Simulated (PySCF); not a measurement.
# Static response to an electric field

C4H9OP.
Cartesian coordinates in Å at the GFN2-xTB level; atoms count from 1:
```xyz
15
C4H9OP angstrom
C      1.9118   -0.4478   -0.2393
P      0.5732    0.3088    0.7540
O      1.0193    0.9083    2.0151
C     -0.9017   -0.8142    0.6884
C     -1.4199   -0.0528   -0.5469
C     -0.5614    1.2180   -0.3979
H      2.6450    0.3264   -0.4574
H      1.5338   -0.8775   -1.1610
H      2.3853   -1.2165    0.3686
H     -0.7549   -1.8838    0.5600
H     -1.5246   -0.6445    1.5665
H     -1.1703   -0.5848   -1.4639
H     -2.4931    0.1309   -0.5394
H     -0.1658    1.6351   -1.3209
H     -1.0812    2.0024    0.1522
```

Level: CAM-B3LYP/def2-SVPD (PySCF), static field, nuclei fixed, core orbitals frozen in the response. The polarisability tensor in these axes (au):

```
x   76.94 -0.25  2.94
y   -0.25 66.59  0.79
z    2.94  0.79 68.51
```

Problem. Diagonalise the tensor; give its mean and Δα, where Δα² is half the sum of the squared differences of the eigenvalues.

Solution. Principal values 66.13, 68.05 and 77.87 au; mean 70.68 au = 10.47 Å³ = 11.65 × 10⁻⁴⁰ C²·m²/J; Δα = 10.91 au (15 % of the mean).

Problem. What is the dipole moment, and where does it point?

Solution. (-1.32, -1.84, -3.86) D, 4.48 D in size, pointing from the negative to the positive side. Measured along this direction, the outermost atoms are O3 at the negative end and H12 at the positive end.

Problem. Give the principal axes and the span of the nuclei along them.

Solution. Largest value along (0.95, 0.00, 0.30), where the nuclei span 4.93 Å; middle along (-0.26, 0.49, 0.83), 3.65 Å; least along (0.15, 0.87, -0.47), 4.03 Å. The strongest response lies along the longest span, while the other two are in reverse order.

Problem. What depolarisation ratio follows for Rayleigh scattering of linearly polarised light, taking the static tensor?

Solution. ρ = 3Δα²/(45ᾱ² + 4Δα²) = 356.9/(224829 + 475.9) = 0.00158.

Problem. Orientational against electronic polarisability at 500 K (dilute gas, rigid molecules)?

Solution. In Gaussian units μ²/3kT = 96.80 Å³ against 10.47 Å³, a ratio of 9.24; the Debye molar polarisation (4π/3)N_A(α + μ²/3kT) is 270.6 cm³/mol, leaving out the vibrational part.

Geometry: GFN2-xTB, one conformer, isolated molecule.
